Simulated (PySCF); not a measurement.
## Working with the constants of MgCl

UHF-CCSD(T) constants of MgCl, ²Σ⁺ (doublet), unpaired electrons σ ↑ (Mg x2c-TZVPPall, Cl x2c-TZVPPall; spin-free X2C with a Gaussian nucleus (PySCF 2.14); masses 23.9850 and 34.9689 u):

```
ωe            : 462.0 cm⁻¹
ωexe          : 1.86 cm⁻¹
Be            : 0.24185 cm⁻¹
αe            : 0.00151 cm⁻¹
De to Mg + Cl : 3.10 eV
```

(1) What force constant and bond length do these constants imply?

(2) Estimate the centrifugal constant D from the Kratzer relation and find the Dunham coefficient a1.

Correlated steps freeze 6 core orbitals. The state was picked by a PBE0 search and need not be the measured ground state.

Results:

(1) Reduced mass μred = 14.227 u; k = 5.8918×10⁻⁷·μred·ωe² (u, cm⁻¹, mdyn/Å) = 1.79 mdyn/Å; Re = √(16.8576/(μred·Be)) (u, cm⁻¹, Å) = 2.213 Å.

(2) D = 4Be³/ωe² = 2.65e-07 cm⁻¹; a1 = −1 − αeωe/(6Be²) = -2.99.
